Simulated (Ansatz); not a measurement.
**Where CCSD(T) holds and where it slips**

Each species is computed at the geometry given (Å), with frozen cores, in Ansatz 0.2.0: RHF-CCSD(T) for singlets, UHF-CCSD(T) otherwise, and full CI in the same basis. The program picks the determinant by trial CCSD, so it needn't be the lowest Hartree–Fock solution. States: SiH⁺ Σ⁻ or Δ, HAl–CH⁺ A'', Al2H⁺ Π, B2 Σg⁺ or Δg. Cases whose determinant has another symmetry than full CI's state, or whose (Q) step broke down, weren't drawn.

**Question.** Judging by size, spin and bonding, rank them by the size of CCSD(T)'s error in total energy against full CI in the same basis, smallest first (an estimate).
A. B2, singlet, cc-pVTZ: B 0.000 0.000 0.000; B 0.000 0.000 3.031
B. Al₂H⁺, triplet, cc-pVDZ: Al 0.000 0.000 0.259; Al 0.000 0.000 -2.101; H 0.000 0.000 1.842
C. HAl–CH⁺, triplet, 6-31G: Al 0.000 -0.108 0.568; C 0.000 0.196 -1.243; H 0.000 0.857 1.825; H 0.000 -0.313 -2.204
D. SiH⁺, quintet, cc-pVQZ: Si 0.000 0.000 0.000; H 0.000 0.000 1.500

**Answer.** D (1.0 meV), C (24.1 meV), B (36.1 meV), A (65.1 meV).

```csv
species,basis,correlated electrons,CCSD(T) − full CI (meV),CCSDT(Q) − full CI (meV),unpaired electrons (full CI),T1,⟨S²⟩ of the determinant
"SiH⁺, quintet",cc-pVQZ,4,1.0,-2.7,4.00,0.010,6.00
"HAl–CH⁺, triplet",6-31G,8,24.1,-0.3,2.04,0.022,2.02
"Al2H⁺, triplet",cc-pVDZ,6,36.1,0.8,2.06,0.027,2.02
"B2, singlet",cc-pVTZ,6,65.1,4.0,0.82,0.034,0.00
```

Unpaired electrons are Σ n²(2−n)² over natural occupations; an open shell counts its own unpaired electrons too. Frozen cores follow each run's orbitals, which moves totals by a few meV. No single determinant describes B2, singlet well, by full CI's occupations.
